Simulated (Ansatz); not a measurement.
# CHAl (singlet): from Hartree-Fock to the top rungs at scale of all distances = 1.000, 6-31G

How much of the correlation energy of CHAl (singlet) does each wave-function method recover here?

Method: 6-31G, core rule «outside noble gas», up to 6 orbitals frozen; program: Ansatz 0.2.0, Gaussian basis.

The runs, in order: UHF; CCSD(T) on RHF; CCSD(T) on UHF; BCCD(T) on RHF; CISD; CCSDT(Q) on RHF; CCSDT(Q) on UHF; CISDTQ; CCSDTQ on RHF; CCSDTQ on UHF; CASSCF and MRCISD+Q, 2 electrons in 2 orbitals; CASSCF and NEVPT2, 2 electrons in 2 orbitals; CASSCF and MRCISD+Q, 8 electrons in 9 orbitals; CASSCF and NEVPT2, 8 electrons in 9 orbitals; Full CI.

15 further runs of the same task are left out: 1 for a known fault of the program, 11 that didn't finish, 3 set aside as unsound or not needed.

## 1. The geometry

The geometry derives from a PBE0/def2-TZVP stationary point (not a proven minimum). All distances are scaled together.

3 atoms, charge 0, spin multiplicity 1.

Atoms are counted from 1 here; the program's logs count them from 0.

Bond lengths: Al1–C2 1.850 Å, C2–H3 1.096 Å. Angles: Al1–C2–H3 134.6°.

As a file:

```xyz
3
charge 0, multiplicity 1
Al    0.00000    0.03368    0.62105
C     0.00000   -0.12491   -1.22263
H     0.00000    0.58679   -2.05588
```

## 2. UHF

Input file in.yaml:

```yaml
crystal:
  periodic: [false, false, false]
  atoms:
    - {symbol: Al, position_ang: [0.000000, 0.033682, 0.621048]}
    - {symbol: C, position_ang: [0.000000, -0.124908, -1.222629]}
    - {symbol: H, position_ang: [0.000000, 0.586788, -2.055880]}
basis:
  gaussian: {orbitals: 6-31G}
magnetization: {spin_polarized: true, initial_magnetization: 0}
hamiltonian: {xc: hf}
output: {orbitals: {seedname: orbitals}}
```

Started as:

```sh
$ ansatz run in.yaml --threads 1 --pin off --events-out ev --progress --plain --max-ram 2393MiB
```

After this run come: CCSD(T) on RHF; CCSD(T) on UHF; BCCD(T) on RHF; CISD; CCSDT(Q) on RHF; CCSDT(Q) on UHF; CISDTQ; CCSDTQ on RHF; CCSDTQ on UHF; CASSCF and MRCISD+Q, 2 electrons in 2 orbitals; CASSCF and NEVPT2, 2 electrons in 2 orbitals; CASSCF and MRCISD+Q, 8 electrons in 9 orbitals; CASSCF and NEVPT2, 8 electrons in 9 orbitals; Full CI.

**Question.** What will the summary of the whole plan be? Wanted: FCI below the RHF energy; RMP2 from FCI; RCCSD from FCI; RCCSD(T) from FCI; RCCSDT(Q) from FCI; NEVPT2 valence from FCI; MRCISD+Q valence from FCI; T1 diagnostic; effectively unpaired electrons.

As calculated:

| quantity | value |
| --- | --- |
| FCI below the RHF energy | -4.2526 eV |
| RMP2 from FCI | +36.56 kcal/mol |
| RCCSD from FCI | +8.37 kcal/mol |
| RCCSD(T) from FCI | +1.32 kcal/mol |
| RCCSDT(Q) from FCI | -1.02 kcal/mol |
| NEVPT2 valence from FCI | +6.49 kcal/mol |
| MRCISD+Q valence from FCI | +0.94 kcal/mol |
| levels within 1 kcal/mol (43 meV) | RCCSDT, RCCSDTQ, MRCISD+Q valence |
| T1 diagnostic | 0.128 |
| effectively unpaired electrons | 0.84 |

What this shows: RCCSD(T) lands +1.32 kcal/mol from the yardstick (1.3 % of the correlation energy). RCCSDT(Q) falls below full CI, which methods that aren't variational can do. The occupations show strong static correlation (0.8 unpaired electrons where one determinant has 0). Coupled cluster on one determinant still stays close here. Of the multireference levels listed MRCISD+Q valence comes nearest in total energy (+0.94 kcal/mol), which doesn't show that its space is the better one. Coupled cluster took another determinant than the lowest Hartree-Fock one. These misses are within one basis, not against nature.
